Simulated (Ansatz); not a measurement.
**Volumes and bulk moduli along the alkaline-earth metals**

The calculation used DFT, RPBE, plane waves (420 eV) with PAW, scalar-relativistic (Ansatz). The PAW files were generated under PBE, with cores re-solved for the functional.

Each structure is relaxed within its symmetry, in the lowest magnetic state of the tried starts. B₀ comes from uniform scaling at fixed shape; a dash is a value not given.

| element | structure | V (Å³/atom) | B₀ (GPa) | magnetic state |
| --- | --- | --- | --- | --- |
| Be | hcp | 8.11 | 119 | spin not included |
| Mg | ? | ? | ? | ? |
| Ca | fcc | 44.42 | 16 | spin not included |
| Sr | fcc | 58.43 | 11 | spin not included |
| Ba | bcc | 68.34 | 8 | spin not included |

Problem. Fill in the row of Mg.

Solution. structure: hcp; V (Å³/atom): 23.69; B₀ (GPa): 34; magnetic state: spin not included.
